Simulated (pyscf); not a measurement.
Thermochemistry of product channels of F–C:–F [singlet] + HCl on the singlet surface, in eV, from CCSD(T)/def2-TZVPP + ΔMP2(QZVPP) energies (ideal gas, 1 atm, RRHO with modes under 100 cm⁻¹ raised to 100, one conformer, R ln 2 for rigid chiral ones). Optimised with ωB97X-D3(BJ)/def2-SVP in PySCF. MP2 and CC: frozen core, UHF for open shells. ΔMP2 is the change of the MP2 total energy from the triple- to the quadruple-zeta basis.

```json
[
 {"products": "F–Cl + :HC–F [singlet]", "ΔE": "+3.94", "ΔH(298 K)": "+3.94", "ΔG(900 K)": "+3.82", "ΔG(1200 K)": "+3.78"},
 {"products": "HF + F–C:–Cl [singlet]", "ΔE": "+0.45", "ΔH(298 K)": "+0.48", "ΔG(900 K)": "+0.42", "ΔG(1200 K)": "+0.39"}
]
```

These are energies of the channels, which say nothing of barriers. A restricted singlet here is unstable towards spin polarisation, as is usual where a triplet lies low; its energy is less safe. The CCSD(T) − MP2 part came from Ansatz, without density fitting, on the same reference.
